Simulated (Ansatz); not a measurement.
# MgO (magnesium oxide): levels of theory compared

We compute a comparison of 6 runs (BHLYP/STO-3G, UB3LYP/STO-3G, r2SCAN/STO-3G, wB97X/STO-3G, MP2/STO-3G, UMP2/STO-3G) of MgO (magnesium oxide). 

Program for the calculation: Ansatz 0.2.0.

35 further runs of the same task are left out: 5 that didn't finish, 30 set aside as unsound or not needed.

## 1. The structure to begin with

The species is MgO (2 atoms), meant as a singlet with charge 0. SMILES: `[O]=[Mg]`. The Mg2–O1 distance was set to 3.465 Å, away from the relaxed value.

## 2. A single-point energy at BHLYP/STO-3G (run 1)

Contents of input.yaml:

```yaml
crystal:
  periodic: [false, false, false]
  atoms:
    - symbol: O
      position_ang: [-0.000000, -0.000000, -1.777910]
    - symbol: Mg
      position_ang: [0.000000, 0.000000, 1.687290]
basis:
  gaussian:
    orbitals: STO-3G
hamiltonian:
  xc: {name: BHLYP}
accuracy: high
```

Launch:

```sh
ansatz run input.yaml --threads 1 --pin off --max-ram 3480MiB --events-out events.jsonl --progress --plain --runs-dir runs
```

What it wrote:

```text
Warning: RAYON_NUM_THREADS=1 ignored (pool sized by the plan → 1); use --threads N
Functional definition: BHLYP
  name "BHLYP"
  parameter a = 0.5
  exchange = (1 - a)*b88_x + a*exact_x
  correlation = lyp_c
205 factors; integrals over basis functions are off by at most 6.2e-9 eV
mean field evaluation 1: about -7350.2210 eV, gradient 2.1e1 eV
mean field evaluation 2: about -6854.6992 eV, gradient 4.9e1 eV
mean field evaluation 4: about -7360.0166 eV, gradient 4.6e1 eV
mean field evaluation 8: about -7384.6415 eV, gradient 2.0e-1 eV
mean field evaluation 16: about -7384.6427 eV, gradient 1.3e-5 eV
mean field -7384.64269442 eV, -271.3806135294 hartree, gradient 1.5e-8 eV, S^2 0.000000; 1 other end points of the search recorded, 0 dependent functions left out
reference -7384.64271042 eV, -271.3806141172 hartree; 10, 10 occupied and 4, 4 virtual orbitals, 205 factors
Total energy: -7384.64271042 eV, -271.3806141172 hartree
```

Wall time 0.52 s (1 thread of Intel Xeon Platinum 8488C (Sapphire Rapids), shared host).

## 3. The energy at UB3LYP/STO-3G (run 2)

Contents of in.yaml:

```yaml
crystal:
  periodic: [false, false, false]
  atoms:
    - {symbol: O, position_ang: [-0.000000, -0.000000, -1.777910]}
    - {symbol: Mg, position_ang: [0.000000, 0.000000, 1.687290]}
basis:
  gaussian:
    orbitals: STO-3G
magnetization:
  spin_polarized: true
  initial_magnetization: 0
hamiltonian:
  xc: {name: B3LYP}
accuracy: high
```

Launch:

```sh
ansatz run in.yaml --threads 1 --pin off --max-ram 3480MiB --events-out events.jsonl --progress --plain --runs-dir runs
```

What it wrote (excerpt; [...] marks lines left out):

```text
Warning: RAYON_NUM_THREADS=1 ignored (pool sized by the plan → 1); use --threads N
Functional definition: B3LYP
  name "B3LYP"
[...]
205 factors; integrals over basis functions are off by at most 6.2e-9 eV
[...]
mean field -7387.26024979 eV, -271.4768069148 hartree, gradient 8.3e-9 eV, S^2 1.000633; 5 other end points of the search recorded, 0 dependent functions left out
reference -7387.26027329 eV, -271.4768077784 hartree; 10, 10 occupied and 4, 4 virtual orbitals, 205 factors
Total energy: -7387.26027329 eV, -271.4768077784 hartree
```

It took 3.6 s on 1 thread of Intel Xeon Platinum 8488C (Sapphire Rapids), shared host; peak memory 0.12 GiB.

Run 3 isn't shown in full; the table further down has it.

## 4. A single-point energy at wB97X/STO-3G (run 4)

Contents of input.yaml:

```yaml
crystal:
  periodic: [false, false, false]
  atoms:
    - {symbol: O, position_ang: [-0.000000, -0.000000, -1.777910]}
    - {symbol: Mg, position_ang: [0.000000, 0.000000, 1.687290]}
basis:
  gaussian: {orbitals: STO-3G}
hamiltonian: {xc: {name: wB97X}}
accuracy: high
```

Launch:

```sh
ansatz run input.yaml --threads 1 --pin off --max-ram 3480MiB --events-out events.jsonl --progress --plain --runs-dir runs
```

What it wrote (excerpt; [...] marks lines left out):

```text
Warning: RAYON_NUM_THREADS=1 ignored (pool sized by the plan → 1); use --threads N
Functional definition: wB97X
  name "wB97X"
[...]
      + exact_x_lr(omega)
[...]
      + integral(e_c_pw_opposite_spin*poly(b97_u_opposite, 1, cos1, cos2, cos3, cos4))
205 factors; integrals over basis functions are off by at most 6.2e-9 eV
105 factors; integrals over basis functions are off by at most 8.3e-10 eV
[...]
mean field -7384.36742905 eV, -271.3704977135 hartree, gradient 2.0e-9 eV, S^2 0.000000; 2 other end points of the search recorded, 0 dependent functions left out
reference -7384.36742781 eV, -271.3704976679 hartree; 10, 10 occupied and 4, 4 virtual orbitals, 205 factors
Total energy: -7384.36742781 eV, -271.3704976679 hartree
```

Wall time 6 s (1 thread of Intel Xeon Platinum 8488C (Sapphire Rapids), shared host); peak memory 0.21 GiB.

Run 5 isn't shown in full; the table further down has it.

## 5. A single-point energy at UMP2/STO-3G (run 6)

Contents of input.yaml:

```yaml
basis:
  gaussian:
    orbitals: STO-3G
crystal:
  periodic: [false, false, false]
  atoms:
    - symbol: O
      position_ang: [-0.000000, -0.000000, -1.777910]
    - symbol: Mg
      position_ang: [0.000000, 0.000000, 1.687290]
accuracy: high
total_charge: 0
correlation:
  method: mp2
  frozen_orbitals: {Mg: 1, O: 1}
magnetization:
  spin_polarized: true
  initial_magnetization: 0
```

Launch:

```sh
ansatz run input.yaml --threads 1 --pin off --max-ram 3480MiB --events-out events.jsonl --progress --plain --runs-dir runs
```

What it wrote (excerpt; [...] marks lines left out):

```text
Warning: RAYON_NUM_THREADS=1 ignored (pool sized by the plan → 1); use --threads N
Functional definition: HF
  name "HF"
[...]
205 factors; integrals over basis functions are off by at most 6.2e-9 eV
[...]
mean field -7367.87381246 eV, -270.7643684837 hartree, gradient 1.1e-8 eV, S^2 1.000075; 17 other end points of the search recorded, 0 dependent functions left out
2 core orbitals not correlated: weight in the atoms' cores, before any rotation towards them, 1.000 or more for the frozen orbitals, at most 0.000 for the correlated occupied ones
reference -7367.87381246 eV, -270.7643684837 hartree; 8, 8 occupied and 4, 4 virtual orbitals, 205 factors
second order -1.06359678 eV of doubles, -0.00000000 eV of singles
Total energy: -7368.93740925 eV, -270.8034549446 hartree
```

It took 0.4 s on 1 thread of Intel Xeon Platinum 8488C (Sapphire Rapids), shared host.

## 6. All runs side by side

| run | level | frozen core orbitals | energy (Eh) | wall time |
| --- | --- | --- | --- | --- |
| 1 | BHLYP/STO-3G | – | -271.380614 | 0.52 s |
| 2 | UB3LYP/STO-3G | – | -271.476808 | 3.6 s |
| 3 | r2SCAN/STO-3G | – | -271.329929 | 2.3 s |
| 4 | wB97X/STO-3G | – | -271.370498 | 6 s |
| 5 | MP2/STO-3G | 2 | -270.722438 | 0.16 s |
| 6 | UMP2/STO-3G | 2 | -270.803455 | 0.4 s |

## 7. Outcome

| quantity | value |
| --- | --- |
| run 6: total energy | -270.80345 Eh |
| run 6: correlation energy (2 core orbitals frozen) | -39.1 mEh |
| run 6: ⟨S²⟩ of the reference determinant | 1.000 |

Totals of different functionals can't be ranked against each other. In run 5 the log says that unrestricted orbitals would lower the reference, so the values rest on an unstable closed-shell determinant (other closed-shell runs at this shape may share the fault). In runs 1, 2, 3, 4, 5, 6 the basis is minimal, so the values are rough. Spin contamination of the reference: run 2 ⟨S²⟩ = 1.00, run 6 ⟨S²⟩ = 1.00. Where it is this large, the reference is a mixture of spin states, and values that rest on it are in doubt. All runs together took 13 s, the longest 6 s.
